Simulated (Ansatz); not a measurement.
System: litharge PbO. Method: PBE (Ansatz, a quantum-chemistry and plane-wave program, PAW).

Run with plane-wave cutoff 520 eV, 8×8×8 k mesh, Fermi–Dirac smearing 0.01 eV, scalar-relativistic PAW data made under PBE.

The cell is scaled about its equilibrium volume:

Shape and atoms are relaxed at each volume.

| V (Å³/atom) | P (GPa) | direct gap at Γ (eV) | smallest gap on the k mesh (eV) | c (Å) |
|---|---|---|---|---|
| 22.177 | 0.36 | 2.022 | 1.638 | 5.406 |
| 22.639 | 0.15 | 1.958 | 1.729 | 5.511 |
| 23.101 | 0.00 | 1.905 | 1.820 | 5.616 |
| 23.563 | -0.11 | 1.862 | 1.813 | 5.723 |
| 24.025 | -0.20 | 1.827 | 1.803 | 5.831 |

The fundamental gap (1.82 eV at the equilibrium volume, with added k points) lies elsewhere than Γ–Γ.

Note: for a layered or molecular solid the relaxed cell lies over 5 % above the published volume, where the minimum can be shallow; the cell comes from a level without a dispersion term, which matters for the spacing of layers, chains or molecules; the bulk modulus comes from volumes at which shape and atoms were relaxed.

Spin–orbit coupling is not included; with these elements it can move the gap by several tenths of an eV or more.
